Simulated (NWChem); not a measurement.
benzene (C$_{6}$H$_{6}$); SMILES c1ccccc1

Computed with NWChem. Pople sets run with spherical d functions. The geometry was optimised at PBE0/def2-SVP. Level BLYP/6-31G*: energy and gradient; each run changes one setting, and changes count from the defaults (medium grid, exact Coulomb integrals, symmetry on).

```
setting                              size of the energy change (μHa)  largest change of a gradient component (μHa/bohr)  time, defaults = 1 (rough)
-----------------------------------  -------------------------------  -------------------------------------------------  --------------------------
defaults                                                        < 10                                               < 30                     about 1
extra-fine grid                                                 < 10                                               < 30                     about 1
symmetry off                                                    < 10                                        other frame                           5
coarse grid                                                       40                                                 90                     about 1
tight SCF thresholds and tolerances                             < 10                                               < 30                     about 1
Becke weights                                                   < 10                                               < 30                     about 1
```
